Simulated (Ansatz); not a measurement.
A made-up structure of CH$_{5}$SSi (charge +1), closed shell:

```
8
angstrom
Si 0.4962 0.3396 0.7389
C -0.6452 0.4877 -0.6913
S 0.8715 -1.1265 -0.3563
H -1.6292 0.1049 -0.5970
H -0.3545 1.0918 -1.5124
H 0.0386 -0.0501 2.0254
H 1.6527 1.1624 0.7842
H 0.0005 -1.9938 0.2018
```

It is relaxed with PBE-D4/def2-SVP and then PBE0-D4/def2-TZVP (Ansatz 0.2.0). Atoms count as bonded within 1.22 times the sum of their covalent radii (H–H: 0.88 Å). The end point is not checked to be a true minimum.

(1) Does its bonding change? (Judge from chemistry; the calculation decides.)

Results:

(1) By the calculation: Yes. Formed: C2–S3; broken: none.

Where it ends: The first stage lowers the energy by 2.15 eV in 7 steps. It ends as CH₅SSi ([CH2]1[SiH2][SH]1), total charge +1:
Si1  (0.518, 0.511, 0.885)
C2  (-0.509, 0.322, -0.625)
S3  (0.664, -1.132, -0.631)
H4  (-1.549, 0.014, -0.576)
H5  (-0.287, 0.937, -1.494)
H6  (-0.006, -0.001, 2.159)
H7  (1.715, 1.359, 0.821)
H8  (-0.117, -1.995, 0.054)
(Å)

Labels in which every atom is bracketed show which atoms are joined, not bond orders.

For scale, one of the runs: PBE0-D4/def2-TZVP relaxation, 135 basis functions, launched by `ansatz run in.yaml --threads 2 --pin off --events-out ev --progress --plain --max-ram 4352MiB`. Hardware: 2 CPU threads of an Arm Neoverse V2, shared host. Wall time about 15 s.
